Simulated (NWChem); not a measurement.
Molecule: allene (C3H4); SMILES C=C=C

All runs: NWChem. Pople sets run with spherical d functions. Each level has its own optimisation; frequencies are unscaled.

```csv
level,r C–C (Å),r C–H (Å),highest harmonic frequency (cm⁻¹),lowest (cm⁻¹),zero-point energy (kcal/mol)
Hartree-Fock/STO-3G,1.288,1.083,3778,427,40.8
Hartree-Fock/3-21G,1.292,1.074,3382,412,37.5
Hartree-Fock/6-31G*,1.296,1.076,3406,410,37.3
B3LYP/6-31G*,1.307,1.088,3218,386,34.8
"LDA (Slater exchange, VWN5)/def2-SVP",1.309,1.106,3143,372,33.3
PBE/def2-SVP,1.317,1.104,3144,360,33.4
BLYP/def2-SVP,1.318,1.104,3111,361,33.3
PBE0/def2-SVP,1.308,1.095,3245,374,34.6
```
